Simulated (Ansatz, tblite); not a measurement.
Cost and result up the ladder for [S4]2- (S4²⁻) (4 atoms). Charge -2, multiplicity 1. Geometry: PBE0-D4/def2-TZVPD.

```xyz
4

S     2.281   -0.276   -0.814
S     0.406    0.583   -0.989
S    -0.704    0.647    0.754
S    -1.983   -0.955    1.049
```

Ansatz on 4 threads of Intel Xeon Platinum 8488C on a shared host; xTB runs through tblite on one thread. Times are rough, summed over both states, and most runs start from the orbitals of an earlier one. PBE0-D4/def2-TZVPD serves as the yardstick here, not as an exact answer. The other state is a triplet.

The xTB rows come from tblite. A multiply charged anion in the gas phase is held together partly by the finite basis. HOMO above LUMO, or a gap near zero within one spin, warns that the state may not be the lowest or that an electron is smeared out.

xTB has no spin-polarisation term.

```csv
level,functions,wall time
GFN1-xTB,36,0.008 s
GFN2-xTB,36,0.009 s
PBE-D4/def2-TZVPD,184,4.6 s
PBE0-D4/def2-TZVPD (with forces),184,7.4 s
r2SCAN-D4/def2-TZVPD,184,9 s
```

Question: Estimate what each level gives for the vertical triplet (eV).

Answer: 
| level | vertical triplet (eV) | difference from PBE0-D4/def2-TZVPD (eV) | remarks |
| --- | --- | --- | --- |
| GFN1-xTB | 2.72 | 0.97 | – |
| GFN2-xTB | 2.14 | 0.39 | – |
| PBE-D4/def2-TZVPD | 1.42 | -0.33 | HOMO above zero (singlet), HOMO above zero (triplet), gap within one spin near zero (triplet) |
| PBE0-D4/def2-TZVPD (with forces) | 1.75 | 0.00 | HOMO above zero (singlet), HOMO above zero (triplet) |
| r2SCAN-D4/def2-TZVPD | 1.58 | -0.17 | HOMO above zero (singlet), HOMO above zero (triplet) |
